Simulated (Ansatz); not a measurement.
# SiH₂O (triplet): wave-function methods side by side at distance O1–H3 along a hydrogen transfer = 0.960 Å, cc-pVTZ

The task here is to estimate one member of a computed series from the others.

The runs use Ansatz 0.2.0, Gaussian basis; cc-pVTZ, core rule «outside noble gas», up to 6 orbitals frozen.

The runs, in order: UHF; CCSD(T) on ROHF; CCSD(T) on UHF; BCCD(T) on ROHF; CISD; CCSDT(Q) on ROHF; CCSDT(Q) on UHF; CASSCF and NEVPT2, 4 electrons in 4 orbitals; CASSCF and NEVPT2, 12 electrons in 10 orbitals.

3 further runs of the same task are left out: 3 for a known fault of the program.

## The geometry

The geometry derives from fragments relaxed apart (PBE0/def2-TZVP) and kept rigid, so it is no stationary point. A hydrogen atom is moved between rigid fragments.

4 atoms, charge 0, spin multiplicity 3.

Atoms are counted from 1 here; the program's logs count them from 0.

Bond lengths: O1–H2 0.960 Å, O1–H3 0.960 Å. Angles: H2–O1–H3 105.1°.

The first run:

Contents of in.yaml:

```yaml
crystal:
  periodic: [false, false, false]
  atoms:
    - {symbol: O, position_ang: [-0.862555, -0.231644, 0.000000]}
    - {symbol: H, position_ang: [-1.111864, 0.694932, 0.000000]}
    - {symbol: H, position_ang: [0.096974, -0.231644, 0.000000]}
    - {symbol: Si, position_ang: [1.877445, -0.231644, 0.000000]}
basis:
  gaussian: {orbitals: cc-pVTZ}
magnetization: {spin_polarized: true, initial_magnetization: 2}
hamiltonian: {xc: hf}
output: {orbitals: {seedname: orbitals}}
```

Command:

```bash
> ansatz run in.yaml --threads 1 --pin off --events-out ev --progress --plain --max-ram 4096MiB --backend cpu
```

Among the steps run: UHF; CCSD(T) on ROHF; CCSD(T) on UHF; BCCD(T) on ROHF; CISD; CCSDT(Q) on ROHF; CCSDT(Q) on UHF; CASSCF and NEVPT2, 4 electrons in 4 orbitals; CASSCF and NEVPT2, 12 electrons in 10 orbitals.

One of the session's tables, all rows but one given; the rest of the session is left out.

| method | from UCCSDT(Q) (kJ/mol) |
| --- | --- |
| ROHF | +969.5 |
| UHF | +957.5 |
| RMP2 | +93.0 |
| UMP2 | +93.0 |
| CISD | +113.2 |
| RCCSD | +36.8 |
| UCCSD | +36.2 |
| RCCSD(T) | +4.0 |
| UCCSD(T) | +3.9 |
| BCCD(T) | +3.9 |
| RCCSDT | +1.7 |
| UCCSDT | ? |
| RCCSDT(Q) | +0.2 |
| UCCSDT(Q) | 0 |
| CASSCF valence | +783.2 |
| NEVPT2 valence | +145.6 |

**Question.** Estimate the row for UCCSDT.

**Answer.** from UCCSDT(Q) (kJ/mol): +1.6. In the column «from UCCSDT(Q) (kJ/mol)» it lies between RCCSDT(Q) (+0.2) and RCCSDT (+1.7).

Left out of the table: CASSCF pair, NEVPT2 pair (the active space lost an orbital or holds another state than full CI finds).

Limits of these values: Restricted and unrestricted rows rest on different reference determinants; where their highest levels disagree by more than a few hundredths of an eV, they describe different states and don't form one ladder. Warnings in the runs' records: passed over end.
